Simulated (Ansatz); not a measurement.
Geometry optimisation, UKS PBE-D4/6-31G* in Ansatz.

Input:

```yaml
crystal:
  periodic: [false, false, false]
  atoms:
    - { symbol: H, position_ang: [0.752233, -0.996371, 1.061587] }
    - { symbol: Si, position_ang: [-0.272592, -0.511232, 0.155742] }
    - { symbol: C, position_ang: [0.505757, -0.358101, -1.566018] }
    - { symbol: C, position_ang: [-0.87709, 1.153735, 0.829334] }
    - { symbol: H, position_ang: [2.243821, -1.314398, 2.225533] }
    - { symbol: H, position_ang: [-1.398184, -1.510558, 0.135258] }
    - { symbol: H, position_ang: [1.36816, 0.328188, -1.531532] }
    - { symbol: H, position_ang: [0.869686, -1.33323, -1.928319] }
    - { symbol: H, position_ang: [-0.210129, 0.033157, -2.30595] }
    - { symbol: H, position_ang: [-0.043145, 1.874784, 0.855263] }
    - { symbol: H, position_ang: [-1.25881, 1.049812, 1.858048] }
    - { symbol: H, position_ang: [-1.679809, 1.584312, 0.210854] }
magnetization:
  spin_polarized: true
  initial_magnetization: 1
basis:
  gaussian: { orbitals: "6-31G*" }
hamiltonian:
  xc: pbe
  dispersion: d4
relax:
  f_tol: 0.03
  max_steps: 50
output:
  orbitals: {}
```

Command:

```bash
$ ansatz run input.yaml --threads 2 --pin off --max-ram 3072MiB --backend cpu --events-out ev --progress --plain --runs-dir out
```

Problem. Where does it end, and by what steps?

Solution. It converged. The force dipped under the threshold on the way, but the program's further checks kept it going. After 7 steps the energy has fallen by 0.060 eV; H5 moved furthest, 0.72 Å.

| step | energy less start (eV) | largest force component (eV/Å) | accepted |
| --- | --- | --- | --- |
| 0 | 0.0000 | 0.721 | yes |
| 1 | -0.0388 | 0.280 | yes |
| 2 | -0.0489 | 0.088 | yes |
| 3 | -0.0551 | 0.088 | yes |
| 4 | -0.0579 | 0.023 | yes |
| 5 | -0.0596 | 0.027 | yes |
| 6 | -0.0597 | 0.011 | yes |
| 7 | -0.0597 | 0.006 | yes |

```xyz
12
Properties=species:S:1:pos:R:3
H 0.729 -1.046 1.078
Si -0.297 -0.485 0.129
C 0.460 -0.325 -1.600
C -0.915 1.184 0.779
H 2.738 -1.595 2.666
H -1.443 -1.461 0.086
H 1.319 0.368 -1.592
H 0.816 -1.301 -1.970
H -0.279 0.062 -2.322
H -0.088 1.912 0.845
H -1.355 1.080 1.785
H -1.686 1.607 0.114
```

Whether the end is a true minimum wasn't checked by a vibrational analysis.

Run time: 16 s on 2 threads of Intel(R) Xeon(R) Platinum 8259CL CPU @ 2.50GHz (Skylake/Cascade Lake), with other jobs on the host, peak memory 0.15 GiB.
